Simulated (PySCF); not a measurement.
C₄H₆O₂.
Atom-mapped SMILES: `[CH3:1][CH2:2][C:3](=[O:4])[CH:5]=[O:6]` (hydrogens: H7, H8, H9 on C1; H10, H11 on C2; H12 on C5)

The same species was optimised twice, with GFN2-xTB and with PBE0-D3(BJ)/def2-SVP (PySCF), and the same property calculations (PySCF, gas phase) were run on both structures.

| coordinate | GFN2-xTB | PBE0-D3(BJ)/def2-SVP | change |
| --- | --- | --- | --- |
| C1–C2 (Å) | 1.521 | 1.514 | -0.007 |
| C3=O4 (Å) | 1.205 | 1.207 | +0.002 |
| C5=O6 (Å) | 1.198 | 1.200 | +0.002 |
| C3–C5 (Å) | 1.529 | 1.530 | +0.001 |
| C2–C3 (Å) | 1.499 | 1.499 | 0.000 |
| C2–C3–C5 (°) | 114.5 | 117.0 | +2.5 |
| O4–C3–C5 (°) | 119.9 | 117.9 | -2.0 |
| C3–C5–O6 (°) | 124.4 | 123.4 | -1.0 |
| C1–C2–C3 (°) | 112.7 | 113.5 | +0.8 |
| C2–C3–O4 (°) | 125.7 | 125.1 | -0.6 |
| C1–C2–C3–O4 (°) | 0 | 1 | +1 |
| C2–C3–C5–O6 (°) | 0 | 0 | 0 |

Rotational constants: A = 6654, B = 2541, C = 1881 MHz (GFN2-xTB) against A = 6744, B = 2504, C = 1868 MHz (PBE0-D3(BJ)/def2-SVP). Point groups within 0.08 Å: Cs and Cs.

On the GFN2-xTB structure: lowest singlet, TDDFT (eV) 2.81 [CAM-B3LYP/def2-SVPD]; lowest triplet, Tamm–Dancoff (eV) 2.26 [CAM-B3LYP/def2-SVPD]; isotropic polarisability (au) 53.4 [CAM-B3LYP/def2-SVPD]; HOMO (eV) -9.03 [CAM-B3LYP/def2-SVPD]; LUMO (eV) -1.64 [CAM-B3LYP/def2-SVPD]; dipole (D) 1.08 [CAM-B3LYP/def2-SVPD]; HOMO (eV) -7.46 [PBE0/pcSseg-1]; LUMO (eV) -2.74 [PBE0/pcSseg-1]; dipole (D) 1.00 [PBE0/pcSseg-1]; GIAO shielding of C1 (ppm) 178.8 [PBE0/pcSseg-1]; GIAO shielding of C2 (ppm) 152.7 [PBE0/pcSseg-1]; GIAO shielding of C3 (ppm) -18.8 [PBE0/pcSseg-1]; GIAO shielding of O4 (ppm) -349.3 [PBE0/pcSseg-1]; GIAO shielding of C5 (ppm) -10.4 [PBE0/pcSseg-1]; GIAO shielding of O6 (ppm) -373.4 [PBE0/pcSseg-1].

Question: What do these properties become on the PBE0-D3(BJ)/def2-SVP structure?

Answer: 
```tsv
property	level	on GFN2-xTB	on PBE0-D3(BJ)/def2-SVP	change
lowest singlet, TDDFT (eV)	CAM-B3LYP/def2-SVPD	2.81	2.86	+0.05
lowest triplet, Tamm–Dancoff (eV)	CAM-B3LYP/def2-SVPD	2.26	2.30	+0.04
isotropic polarisability (au)	CAM-B3LYP/def2-SVPD	53.4	54.0	+0.6
HOMO (eV)	CAM-B3LYP/def2-SVPD	-9.03	-9.03	0.00
LUMO (eV)	CAM-B3LYP/def2-SVPD	-1.64	-1.60	+0.04
dipole (D)	CAM-B3LYP/def2-SVPD	1.08	1.14	+0.06
energy, GFN2-xTB geometry as zero (kcal/mol)	CAM-B3LYP/def2-SVPD	0.0	-0.7	-0.7
HOMO (eV)	PBE0/pcSseg-1	-7.46	-7.46	0.00
LUMO (eV)	PBE0/pcSseg-1	-2.74	-2.70	+0.04
dipole (D)	PBE0/pcSseg-1	1.00	1.07	+0.07
energy, GFN2-xTB geometry as zero (kcal/mol)	PBE0/pcSseg-1	0.0	-0.6	-0.6
GIAO shielding of C1 (ppm)	PBE0/pcSseg-1	178.8	177.1	-1.7
GIAO shielding of C2 (ppm)	PBE0/pcSseg-1	152.7	152.3	-0.4
GIAO shielding of C3 (ppm)	PBE0/pcSseg-1	-18.8	-19.7	-0.9
GIAO shielding of O4 (ppm)	PBE0/pcSseg-1	-349.3	-359.5	-10.2
GIAO shielding of C5 (ppm)	PBE0/pcSseg-1	-10.4	-10.7	-0.3
GIAO shielding of O6 (ppm)	PBE0/pcSseg-1	-373.4	-372.2	+1.2
```

The heavy atoms differ by 0.021 Å rms after alignment. Among bonds between heavy atoms C1–C2 changes most (-0.007 Å). Changes are differences of the printed values. Neither structure is proved a minimum here.

The values belong to the conformer `[CH3:1][CH2:2][C:3](=[O:4])[CH:5]=[O:6]`: C1–C2–C3–O4 1°, C2–C3–C5–O6 0°.
